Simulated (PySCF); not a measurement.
An unknown is described by computed data only.

Formula: C3H4FN.

* Rotational structure: rotational constants A, B, C: 37.406, 2.190, 2.069 GHz [PBE0-D3(BJ)/def2-SVP]
* Valence photoelectron: vertical ionisation energy: 10.09 eV [ΔSCF CAM-B3LYP/def2-SVPD]
* 13C NMR: chemical shifts (computed TMS as zero) by class: 169.2 (1 C), 168.4 (1 C), 121.1 (1 C) ppm [GIAO PBE0/pcSseg-1]
* UV, strongest line: among the 10 lowest singlet transitions: S2 at 6.35 eV (195 nm, f = 0.591) [TDDFT CAM-B3LYP/def2-SVPD]
* UV, first state: lowest singlet excitation: 4.98 eV (249 nm, f = 0.003) [TDDFT CAM-B3LYP/def2-SVPD]
* Triplet: lowest triplet excitation (Tamm–Dancoff): 3.52 eV [TDA CAM-B3LYP/def2-SVPD]

The electronic properties come from PySCF, for the isolated species, density fitting. Levels stand in brackets. The structure is a single PBE0-D3(BJ)/def2-SVP conformer in the gas phase; no vibrational or solvent corrections. Each NMR value is the plain mean over a class of atoms that symmetry, rotation or inversion makes alike.

**Question.** What is the compound? Reason from the data.

**Answer.** Numbering: `[H]/[N:1]=[CH:2]\[CH:3]=[CH:4]\[F:5]`. Its formula, C3H4FN, gives 2 degrees of unsaturation: 0 rings and 2 π bonds in the structure found. 3 carbons fall into 3 classes; from least to most shielded: vinylic C–F carbon [C4] (169.2 ppm), imine carbon [C2] (168.4 ppm), alkene CH carbon [C3] (121.1 ppm). The first electron is taken from the HOMO, whose largest Löwdin shares are 0.26 on the alkene CH carbon, 0.24 on the vinylic C–F carbon, 0.22 on the imine nitrogen and 0.12 on the imine carbon. The optimised geometry has point group Cs and is an asymmetric top. Structure: `[H]/N=C\C=C\F`. Computed isomers that give other values at the same levels: `C[C@@H](F)C#N` (13C chemical shifts (computed TMS as zero) by class: 122.4 (1 C), 76.4 (1 C), 22.2 (1 C) ppm); `FC[C@H]1C=N1` (13C chemical shifts (computed TMS as zero) by class: 178.5 (1 C), 91.6 (1 C), 26.3 (1 C) ppm); `[H]/N=C\C(=C)F` (13C chemical shifts (computed TMS as zero) by class: 168.4 (1 C), 166.6 (1 C), 96.5 (1 C) ppm). The assignments are read from this structure; whether some other isomer fits the data as well wasn't checked.

The values belong to the conformer `[H]/[N:1]=[CH:2]\[CH:3]=[CH:4]\[F:5]`: N1–C2–C3–C4 180°.
